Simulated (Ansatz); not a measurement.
**NH (triplet): how energies converge with the basis set**

The task here is to estimate one member of a computed series from the others.

The runs use Ansatz 0.2.0, Gaussian basis; one geometry, several basis sets.

The runs, in order: PBE0-D4/def2-SVP; ωB97M-V/def2-SVP; PBE0-D4/def2-QZVPP; ωB97M-V/def2-QZVPP; CCSD(T)/cc-pV(D+d)Z; CCSD(T)/cc-pV(T+d)Z; CCSD(T)/cc-pV(Q+d)Z; the functionals' def2-TZVPP values are taken from earlier runs.

### The geometry

The geometry comes from an earlier relaxation with PBE0-D4 in a triple-zeta def2 set; it is a stationary point.

SMILES `[NH]`, 2 atoms, charge 0, spin multiplicity 3.

Atoms are counted from 1 here; the program's logs count them from 0.

Bond lengths: N1–H2 1.040 Å.

The first run:

in.yaml

```yaml
crystal:
  periodic: [false, false, false]
  atoms:
    - {symbol: N, position_ang: [0.000000, 0.000000, -0.001734]}
    - {symbol: H, position_ang: [-0.000000, -0.000000, 1.037944]}
basis:
  gaussian: {orbitals: def2-SVP}
magnetization: {spin_polarized: true, initial_magnetization: 2}
hamiltonian: {xc: pbe0, dispersion: d4}
output: {orbitals: {seedname: orbitals}}
```

Command:

```sh
$ ansatz run in.yaml --threads 2 --pin off --events-out ev --progress --plain --max-ram 22528MiB --backend cpu
```

Steps of the session up to this table: PBE0-D4 in def2-SVP; ωB97M-V in def2-SVP; PBE0-D4 in def2-QZVPP; ωB97M-V in def2-QZVPP.

One table of the session follows, with a row left open; its other results are not shown here.

```
functional       basis  HOMO (eV)  LUMO (eV)
   PBE0-D4    def2-SVP      -9.47      -1.91
   PBE0-D4  def2-TZVPP      -9.71      -2.42
   PBE0-D4  def2-QZVPP      -9.75      -2.51
   ωB97M-V    def2-SVP     -11.66       0.46
   ωB97M-V  def2-TZVPP     -11.94      -0.27
   ωB97M-V  def2-QZVPP          ?          ?
```

**Question.** Estimate the row for ωB97M-V, def2-QZVPP.

The run gave: HOMO (eV): -11.98; LUMO (eV): -0.45. In the column «HOMO (eV)» it is the lowest.
